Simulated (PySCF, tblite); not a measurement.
# C₄H₉ radical, a small gas-phase stand-in for a defect centre (C site with back bonds C, C, C): EPR parameters

What EPR parameters should one expect for `C[C](C)C`? It is drawn as: dangling bond.

Programs: tblite 0.8.0 and PySCF 2.14.0. All values are calculated, for the isolated system unless a continuum is named. Atoms count from 0, parts from 1.

## Step 1: Starting point

13 atoms, charge 0, multiplicity 2; geometry: distance geometry start.

## Step 2: Geometry optimisation with GFN2-xTB

Job settings and geometry (Å):

```
{"job": {"kind": "relax", "xc": "GFN2-xTB", "basis": "xTB"}, "charge": 0, "multiplicity": 2}
C     -0.004666    -0.071163    -0.528911
C     -1.023610    -0.958434     0.166029
C     -0.391013     1.343426    -0.191016
C      1.395315    -0.431661    -0.079226
H     -0.728309    -1.997915    -0.132670
H     -0.812787    -0.826875     1.240148
H     -2.035295    -0.673033    -0.083077
H     -1.455333     1.507542    -0.547588
H     -0.416610     1.538541     0.891798
H      0.202579     2.137548    -0.679798
H      1.672183    -1.356707    -0.633452
H      1.458523    -0.591212     1.003364
H      2.079732     0.345095    -0.392138
```

Method: GFN2-xTB geometry optimisation, gas phase.

Run with:

```bash
$ OMP_NUM_THREADS=1 python cluster_run.py task.json out
```

One launch serves the whole session: the jobs run in the order shown.

**Question.** The jobs that follow are: PBE0-D3(BJ)/def2-SVP geometry optimisation, gas phase; UKS B3LYP, IGLO-III on C, pcH-1 on H, non-relativistic, mean-field spin-orbit, GIAO; UKS BHandHLYP, IGLO-III on C, pcH-1 on H, non-relativistic, mean-field spin-orbit, GIAO. Predict: point group; rotational constants (main isotopes); g(iso) (B3LYP); ⟨S²⟩; largest a(iso) (averaged by class).

As calculated:

| quantity | value |
| --- | --- |
| point group | C3v |
| rotational constants (main isotopes) | 8.02, 8.01, 4.35 GHz |
| g(iso) (B3LYP) | 2.00266 |
| ⟨S²⟩ | 0.754 (exact 0.75) |
| largest a(iso) (averaged by class) | 1H on H5, H8, H11, 137.4 MHz |

**Reading.** The start of the PBE0/def2-SVP relaxation was shaken at random by about 0.01 Å, so part of the energy gained, and of the first lengths quoted, undoes that. The optimisation took 9 steps and gained 0.159 eV; among the close pairs (by a distance rule), C2–H7 changed most, from 1.057 to 1.102 Å (PBE0/def2-SVP). No frequency check was run at this level, so the end point may be a saddle. C0 carries the largest spin population, 0.96 e. The isotropic g lies 0.3 ppt above the free-electron value. The coupling of 1H on H5 runs from 137.4 (B3LYP/IGLO-III+pcH-1) to 137.6 MHz (BHandHLYP/IGLO-III+pcH-1). A capped cluster stands for the solid here, so long-range fields and strain are missing, and bands or shifts of the capping hydrogens have no counterpart in it.
